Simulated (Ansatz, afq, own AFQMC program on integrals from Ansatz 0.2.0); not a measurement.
# AlNH, doublet in cc-pVDZ, levels against CCSDT(Q)

```
atom   x (Å)   y (Å)    z (Å)
  Al  0.0000  0.0000  -1.4970
   N  0.0000  0.0000   0.2404
   H  0.0000  0.0000   1.2567
```

Connectivity, by distances: Al–NH.

Basis cc-pVDZ. Only valence electrons are correlated. Integrals, coupled cluster, full CI and functionals: Ansatz 0.2.0; the random walks run on the same integrals in our own AFQMC program. The CISD trial takes its coefficients from CCSD amplitudes. Released means that phaseless walkers are propagated on without the constraint, phases kept. Free AFQMC starts from the CCSD state and is never constrained. Its projection time is finite, and what remains of the start isn't in its error. ± is one standard error of the sampling.

Determinant: UHF, the one that the program's search chose, which needn't be the lowest solution. The geometry is a point of a scan.

No full CI on the walks' own integrals is used here; CCSDT(Q) serves as the reference and is uncertain by about the last step of the cluster series.

- T1 diagnostic: 0.0182
- weight of the determinant in the CISD state: 0.885
- ⟨S²⟩ of the determinant: 0.761
- size of the correlated space: 9 electrons in 31 orbitals

| level | correlation energy (eV) |
| --- | --- |
| MP2 | -4.8587 |
| CCSD | -5.6215 |
| CCSD(T) | -5.7615 |

(1) Estimate where free-projection AFQMC lies against CCSD(T) on the same integrals.

(1) 2.8 ± 2.4 kJ/mol below CCSD(T). The gap is under twice the noise, so this walk alone can't tell the two apart.

Reference: CCSDT(Q), correlation energy -5.799 eV. The released energy is read at 1.62 1/Eh, later times being too noisy (meV from the phaseless value at times in 1/Eh: -15 ± 14 at 0.24, -11 ± 14 at 0.51, -26 ± 13 at 0.99, -29 ± 15 at 1.62, -15 ± 19 at 2.40).

```json
{"level": "CCSD(T)", "E − E(reference) (kJ/mol)": "3.6", "share of correlation (%)": "99.35"}
{"level": "CCSDT", "E − E(reference) (kJ/mol)": "1.3", "share of correlation (%)": "99.76"}
{"level": "ph-AFQMC/HF", "E − E(reference) (kJ/mol)": "5.6 ± 5.2", "share of correlation (%)": "99.01"}
{"level": "ph-AFQMC/CISD", "E − E(reference) (kJ/mol)": "2.7 ± 0.9", "share of correlation (%)": "99.52"}
{"level": "released AFQMC", "E − E(reference) (kJ/mol)": "-0.2 ± 1.5", "share of correlation (%)": "100.03"}
{"level": "free AFQMC", "E − E(reference) (kJ/mol)": "0.9 ± 2.4", "share of correlation (%)": "99.85"}
```

Free projections are given only where their last times agree within the noise and don't stop above the reference; a slow remainder of the start can still hide under it. A walk keeps the symmetry of its determinant, which the program's search chose and which needn't be the lowest solution, so a lower state of the same spin and another symmetry isn't excluded. Released energies are given only where the last usable release times agree within the noise; a slower fall can still hide under it.
